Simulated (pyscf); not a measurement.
Single points on ωB97X-D3(BJ)/def2-SVP structures (PySCF, gas phase). MP2 and CC: frozen core, UHF for open shells. ΔMP2 is the change of the MP2 total energy from the triple- to the quadruple-zeta basis.

SMILES: [SbH2][CH3]
```xyz
7

C      0.8446    -0.1670     0.2118
Sb    -1.1785     0.5194    -0.1316
H      1.4530     0.6069     0.6976
H      1.2997    -0.4380    -0.7518
H      0.8160    -1.0626     0.8493
H     -0.6940     2.0325    -0.7646
H     -1.3585     1.1762     1.4372
```
Charge 0, spin multiplicity 1.

### Question
How much does it cost (ΔH, 298 K, CCSD(T)/def2-TZVPP + ΔMP2(QZVPP)) to split H₃C–SbH₂ at its C–Sb bond into CH₃• + SbH₂•?

### Answer
C–Sb to CH₃• + SbH₂•: 57.8 kcal/mol. The CCSD(T) − MP2 part came from Ansatz, without density fitting, on the same reference. The frozen core leaves the outer d or s,p core shells of the metals and heavy elements correlated in the MP2 and CC values, and def2-TZVPP describes them poorly, which can shift differences by a few kcal/mol. Elements past Kr carry the def2 core potentials, without spin-orbit coupling.
